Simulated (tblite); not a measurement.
# C2H5Cl: the cost of one run

Computed with tblite 0.8.0 and PySCF 2.14.0; each step states its level. No surroundings beyond the atoms listed, unless a continuum is named. Atoms count from 0, parts from 1.

## (1) The system as given

8 atoms, charge 0, multiplicity 1; geometry: rigid parts in contact. Parts: 1 = atoms 0–1, `Cl`, charge 0; 2 = atoms 2–7, `C=C`, charge 0.

## (2) Docking the parts with GFN2-xTB

What the job is given:

```
{"job": {"kind": "dock", "xc": "GFN2-xTB", "basis": "xTB"}, "charge": 0, "multiplicity": 1, "parts": [{"atoms": "0-1", "charge": 0, "multiplicity": 1}, {"atoms": "2-7", "charge": 0, "multiplicity": 1}]}
Cl     0.638501     0.003483     0.004530
H     -0.638501    -0.003483    -0.004530
C     -4.121161     0.051045    -0.672996
C     -3.105567    -0.479971    -0.025617
H     -4.906304    -0.552435    -1.097933
H     -4.217202     1.115517    -0.810883
H     -2.320146     0.123554     0.398983
H     -3.009660    -1.544543     0.112601
```

Level: GFN2-xTB search for minima from random contacts, gas phase.

Started as:

```sh
$ OMP_NUM_THREADS=1 python cluster_run.py task.json out
```

This one command runs all jobs of the session in turn.

**Question.** How long does this first job take on 1 thread of Intel Xeon Platinum 8259CL at 2.50GHz, shared host?

About 5.1 s.
